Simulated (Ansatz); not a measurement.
The first iterations of a band of C$_{3}$H$_{6}$N (10 atoms, charge 1, multiplicity 1).

All numbers below come from RKS PBE0-D4/STO-3G in Ansatz.

| Property | Result |
| --- | --- |
| movable images | 7 |
| climbing image | yes |
| spring | 5.0 eV/Å² |
| optimiser | quadratic models (default) |
| start path | through a guess of the saddle point |
| force threshold | 0.03 eV/Å |
| iteration limit | 60 |
| end points | relaxed |

First end point:

```xyz
10
Properties=species:S:1:pos:R:3
C -1.271 0.226 -0.494
C 0.047 0.061 0.023
C 0.463 -1.300 0.074
N 0.833 1.108 0.433
H -1.858 -0.654 -0.811
H -1.740 1.225 -0.592
H -0.213 -2.102 -0.272
H 1.461 -1.593 0.455
H 0.493 2.083 0.381
H 1.785 0.946 0.804
```

Last end point:

```xyz
10
Properties=species:S:1:pos:R:3
C -1.271 0.226 -0.494
C 0.047 0.061 0.023
C 0.463 -1.300 0.074
N 0.833 1.108 0.433
H -1.858 -0.654 -0.811
H -1.740 1.225 -0.592
H -0.213 -2.102 -0.272
H 1.461 -1.593 0.456
H 1.785 0.946 0.804
H 0.493 2.083 0.381
```

| iteration | highest image above the first end (eV) | largest band force component (eV/Å) |
| --- | --- | --- |
| 1 | 6.170 | 24.378 |
| 2 | 0.864 | 3.066 |
| 3 | 0.963 | 1.386 |
| 4 | 0.811 | 2.119 |
| 5 | 0.785 | 0.744 |
| 6 | 0.781 | 0.296 |
| 7 | 0.778 | 0.294 |
| 8 | 0.777 | 0.722 |

Problem. Does the band converge within its limit, and where does its top end?

Solution. It converged. It ended after 25 iterations with the highest image 0.675 eV above the first end. A vibrational analysis at the climbing image gives one clearly imaginary mode, 423i cm⁻¹: a first-order saddle point. Limits of this set-up: minimal basis, the dipole of an ion depends on the origin.

Run time: 6.5 min on 1 thread of Arm Neoverse N1, on a shared host, peak memory 0.1 GiB.
